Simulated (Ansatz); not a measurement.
# AlFH2: the cost of one run

Program: Ansatz 0.2.0. Level of theory: RKS r2SCAN-D4/def2-mTZVP. These are calculated values, not measurements.

## Step 1: The structure to begin with

Bond lengths: Al1–H2 1.760 Å, Al1–H3 1.760 Å, Al1–F4 1.690 Å. Angles: H2–Al1–H3 33.3°, H2–Al1–F4 163.3°, H3–Al1–F4 163.3°.

As a file:

```xyz
4

Al    0.0000    0.0000    0.0000
H     1.2076    0.0000    1.2804
H     1.7126    0.0000    0.4057
F    -1.4635    0.0000   -0.8450
```

## Step 2: A restrained relaxation towards end A

Springs on the bonds that form and break draw the guess towards this end; the thresholds are loose.

Contents of input.yaml:

```yaml
crystal:
  periodic: [false, false, false]
  atoms:
    - { symbol: Al, position_ang: [0.0, 0.0, 0.0] }
    - { symbol: H, position_ang: [1.2076, 0.0, 1.2804] }
    - { symbol: H, position_ang: [1.7126, 0.0, 0.4057] }
    - { symbol: F, position_ang: [-1.4635, 0.0, -0.845] }
basis:
  gaussian: { orbitals: def2-mTZVP }
hamiltonian:
  xc: r2scan
  dispersion: d4
relax:
  f_tol: 0.15
  max_steps: 25
  restrain:
    - { distance: [1, 2], at: 1.86, k: 30.0 }
    - { distance: [0, 1], at: 1.56, k: 30.0 }
    - { distance: [0, 2], at: 1.56, k: 30.0 }
```

The run is started by

```
ansatz run input.yaml --threads 1 --pin off --max-ram 2048MiB --backend cpu --events-out ev --progress --plain --runs-dir out
```

Q: Estimate wall time and peak memory on 1 thread of Intel Xeon Platinum 8375C at 2.90GHz (Ice Lake), shared host.

About 9.9 s, with a peak of 0.13 GiB.
